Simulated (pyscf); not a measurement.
Structures and frequencies: ωB97X-D3(BJ)/def2-SVP in PySCF.

### Question
`[Cl][SnH2][GeH3]` + `[H][H]` → `[GeH3][SnH3]` + `[ClH]`
Surface: singlet. Broken: Cl–Sn, H–H. Formed: H–Sn, Cl–H. Give ΔE‡ and ΔE from ωB97X-D3(BJ)/def2-TZVP, relative to the separated reactants.

### Answer
ΔE‡ = 202.6 kJ/mol, ΔE = +87.0 kJ/mol. ωB97M-D3(BJ)/def2-TZVP gives 196.0 kJ/mol and +69.5 kJ/mol. Zero-point energy shifts the barrier by +5.2 kJ/mol. It is a four-centre exchange, with an imaginary mode of 1154i cm⁻¹. This is the saddle that the search found; another between the same sides may lie lower. Elements up to Kr have no core potential and no relativistic terms here. Elements past Kr carry the def2 core potentials, without spin-orbit coupling.
